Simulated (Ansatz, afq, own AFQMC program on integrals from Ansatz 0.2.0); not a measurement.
Two steps: Ansatz 0.2.0 writes the Fock matrix and Cholesky factors of the valence space, and afq projects on them the lowest state that overlaps trial and start.

```yaml
crystal:
  periodic: [false, false, false]
  atoms:
    - {symbol: Ge, position_ang: [0.000000, 0.013397, 0.343250]}
    - {symbol: O, position_ang: [0.000000, -0.107250, -1.438746]}
    - {symbol: H, position_ang: [0.000000, 0.736912, -1.899543]}
basis:
  gaussian: {orbitals: cc-pVDZ}
magnetization: {spin_polarized: true, initial_magnetization: 1}
correlation: {method: ccsd_t, electrons: outside_noble_gas, hamiltonian_folder: ham}
```

```sh
$ ansatz run in.yaml --threads 1 --pin off --events-out ev --progress --plain --max-ram 1843MiB
```

afq runs on the folder ham with

```
--method free --trial cisd --walkers 60 --time-step 0.03 --max-blocks 80 --target-error 0.0004 --factor-cut 1e-05 --seed 2098 --times 0,0.21,0.42,0.81,1.2,1.8,2.4,3 --taylor-order 8
```

Times are imaginary, in 1/Eh. The walk had a cap of 774 s. Filled inner d shells are frozen with the cores.

Output of the walk:

```
orbitals 31  electrons 6 5  factors 232 of 501
reference energy -2150.77343019 Eh
CCSD correlation -0.26727100 Eh in 12 cycles, weight of the determinant in the CISD state 0.8904
repeat  energy at the last time / Eh  error
    10  -2151.048685  0.001452
    20  -2151.049380  0.001080
    30  -2151.049863  0.000997
    40  -2151.049945  0.000812
    50  -2151.050490  0.000752
    60  -2151.049739  0.000685
    70  -2151.049612  0.000609
    80  -2151.049448  0.000560
time / (1/Eh)  energy / Eh  error  mean overlap
  0.00  -2151.040621  0.000301  1.1222
  0.21  -2151.045032  0.000324  1.1220
  0.42  -2151.046693  0.000350  1.1205
  0.81  -2151.047736  0.000340  1.1200
  1.20  -2151.048692  0.000425  1.1139
  1.80  -2151.048840  0.000488  1.1123
  2.40  -2151.049269  0.000567  1.1074
  3.00  -2151.049448  0.000560  1.0835
energy -2151.049448 +/- 0.000560 Eh
```

The run passed its tests (error under three times the target), which doesn't prove that it has relaxed.

Against this walk (error 15.2 meV) on the same determinant: CCSD(T) 46.5 meV higher, CCSDT(Q) 5.2 meV higher (within the noise). The error is statistical, and a free projection of finite length keeps a remainder of its start.

Cautions: remainder of the start not in the error; error above the target (15.2 against 10.9 meV); no relativity below Rb; no spin-orbit coupling; inner d shell frozen.

The walk took 2.5 min on 1 thread of Arm Neoverse V2 (shared host). The log's last line is the free-projection energy.

CCSDT and higher add their correlation energy to the determinant of the CCSD(T) run, since their own runs factorise the integrals more tightly (a shift of under 2 meV). A walk keeps the symmetry of its determinant, which the program's search chose and which needn't be the lowest solution, so a lower state of the same spin and another symmetry isn't excluded.
